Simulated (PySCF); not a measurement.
## Bonding in `[C-]#CC`

Compound: C3H3 (charge -1).
Atom-mapped SMILES: `[C-:1]#[C:2][CH3:3]` (hydrogens: H4, H5, H6 on C3)

Cartesian coordinates in Å at the GFN2-xTB level; atoms count from 1:
```
atom  x, y, z in Å
C1     2.2277    0.0381   -0.0211
C2     0.9996    0.0176   -0.0121
C3    -0.4917   -0.0081    0.0002
H4    -0.9059   -0.6755   -0.7817
H5    -0.8971   -0.3651    0.9682
H6    -0.9294    0.9951   -0.1751
```

Bond orders from the PBE0/pcSseg-1 density (PySCF). Isolated species at its GFN2-xTB geometry, gas phase. The pcSseg-1 basis has no diffuse functions, a weakness for an anion.

Question: Where do the orders between heavy atoms depart from those drawn in the SMILES?

Answer: The largest departure is 0.504, at C1–C2 (drawn triple, 3.504).

Question: Give the Mayer order of every bond between heavy atoms, beside its length.

Answer: 
```json
{"bond": "C1–C2", "drawn as": "triple", "length (Å)": "1.228", "Mayer order": "3.504"}
{"bond": "C2–C3", "drawn as": "single", "length (Å)": "1.492", "Mayer order": "1.016"}
```

By pair of heavy elements: C–C: lowest C2–C3 (1.016, 1.492 Å), highest C1–C2 (3.504, 1.228 Å).

Question: And the bonds to hydrogen?

Answer: C–H: 0.95 (3 bonds).

Question: Sum the orders of all bonds at each heavy atom with more than one neighbour and set the sums beside the valence in the SMILES.

Answer: C2 4.520 (drawn 4), C3 3.872 (drawn 4). Orders between atoms that aren't bonded are not in these sums.

Mayer orders depend on the basis set.

The run behind these numbers computed NMR shieldings as well. Hardware: one thread, Arm Neoverse V2, on a shared host. Cost: 2.0 s wall.
